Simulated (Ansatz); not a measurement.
Basis-set extrapolation for C$_{2}$H$_{5}$FO (`CC(O)F`) (PBE0-D4/def2-TZVP geometry, frozen core, Ansatz). Multiplicity 1, RHF reference.

```json
{"": "HF", "def2-TZVPP": "-253.063557", "def2-QZVPP": "-253.075198"}
{"": "MP2 correlation", "def2-TZVPP": "-0.836735", "def2-QZVPP": "-0.903310"}
{"": "CCSD(T) correlation", "def2-TZVPP": "-0.890624", "def2-QZVPP": "not run"}
```

Energies in hartree. Use E(X) = E(∞) + A·exp(−7.88·√X) for Hartree–Fock and E(X) = E(∞) + B·X^(−2.97) for correlation, with X = 3 and 4, and add CCSD(T) minus MP2 of the smaller set to the MP2 limit.

Q: What is the CCSD(T) energy at the basis-set limit?

A: HF limit: -253.075198 + (-0.011641) × 0.13774 = -253.07680. MP2 limit: -0.903310 + (-0.066575) × 0.74074 = -0.95262. Higher-order term: -0.890624 − (-0.836735) = -0.05389. Total: -254.08331 hartree, 339.0 kJ/mol below CCSD(T)/def2-TZVPP.
